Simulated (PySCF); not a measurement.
formaldehyde (CH₂O), SMILES C=O. Coordinates come from a PBE0-D3(BJ)/def2-TZVPD optimisation.

These are PBE0-D3(BJ)/def2-TZVPD in PySCF values and carry that method's errors.

Harmonic wavenumbers (cm⁻¹): 1203, 1263, 1527, 1849, 2903, 2963. Rotational constants (GHz): 283.4, 39.35, 34.56; symmetry number 2.

Work out the zero-point energy and the ideal-gas rigid-rotor harmonic-oscillator thermochemistry at 298.15 K and 1 atm.

ZPE = ½ Σ hcν = ½ × 11707 cm⁻¹ = 16.74 kcal/mol. H − E(el) = 19.13 kcal/mol. Entropy in cal/(mol K): translation 36.13, rotation 16.00, vibration 0.09, total 52.21. G − E(el) = 3.56 kcal/mol. Cp = 8.41 cal/(mol K).
